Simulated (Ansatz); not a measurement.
These are frozen-core CCSD(T)/cc-pVTZ // r2SCAN-D4/def2-TZVP (Ansatz, an electronic-structure program) values and carry that method's errors. The geometry is that of the parent before the electron was removed.

Ansatz 0.2 input:
```yaml
crystal:
  periodic: [false, false, false]
  atoms:
    - { symbol: C, position_ang: [-0.533631, 0.009387, -0.001494] }
    - { symbol: C, position_ang: [0.774736, -0.012353, 0.002085] }
    - { symbol: O, position_ang: [1.935758, -0.033001, 0.005241] }
    - { symbol: H, position_ang: [-1.08139, -0.921217, -0.010477] }
    - { symbol: H, position_ang: [-1.050916, 0.957256, 0.004587] }
basis:
  gaussian: { orbitals: cc-pVTZ }
correlation:
  method: ccsd_t
total_charge: 1
magnetization:
  spin_polarized: true
  initial_magnetization: 1
```

Output:

```
Functional definition: HF
692 factors; integrals over basis functions are off by at most 1.3e-3 eV
mean field evaluation 1: about -4117.4710 eV, gradient 3.2e1 eV
mean field evaluation 2: about -4117.4732 eV, gradient 3.2e1 eV
mean field evaluation 4: about -4121.5483 eV, gradient 3.5e0 eV
mean field evaluation 8: about -4121.6914 eV, gradient 4.2e-1 eV
mean field evaluation 16: about -4121.7080 eV, gradient 2.3e-6 eV
mean field evaluation 32: about -4115.9400 eV, gradient 8.9e-4 eV
mean field evaluation 64: about -4116.4539 eV, gradient 6.1e-3 eV
mean field -4121.70796724 eV, -151.4699740022 hartree, gradient 2.3e-6 eV, S^2 0.840244; 2 other end points of the search recorded, 0 dependent functions left out
3 core orbitals not correlated
reference -4121.70796724 eV, -151.4699740022 hartree; 8, 7 occupied and 107, 108 virtual orbitals, 692 factors
second order -13.36401733 eV of doubles, -0.00000000 eV of singles
cycle   1  -13.23165694 eV  change    1.3e-1 eV  update   1.1e-1
cycle   2  -13.69985353 eV  change   -4.7e-1 eV  update   4.0e-2
cycle   3  -13.86319886 eV  change   -1.6e-1 eV  update   2.6e-2
cycle   4  -13.86597703 eV  change   -2.8e-3 eV  update   1.0e-2
cycle   5  -13.86813999 eV  change   -2.2e-3 eV  update   4.9e-3
cycle   6  -13.86983964 eV  change   -1.7e-3 eV  update   1.8e-3
cycle   7  -13.87015028 eV  change   -3.1e-4 eV  update   8.0e-4
cycle   8  -13.87056726 eV  change   -4.2e-4 eV  update   3.6e-4
cycle   9  -13.87049695 eV  change    7.0e-5 eV  update   1.3e-4
cycle  10  -13.87044959 eV  change    4.7e-5 eV  update   5.9e-5
cycle  11  -13.87050318 eV  change   -5.4e-5 eV  update   2.5e-5
cycle  12  -13.87048534 eV  change    1.8e-5 eV  update   1.0e-5
perturbative correction -0.64481155 eV, -0.0236963875 hartree
Total energy: -4136.22326413 eV, -152.0034013241 hartree
```

Cost: roughly 23 core-seconds.
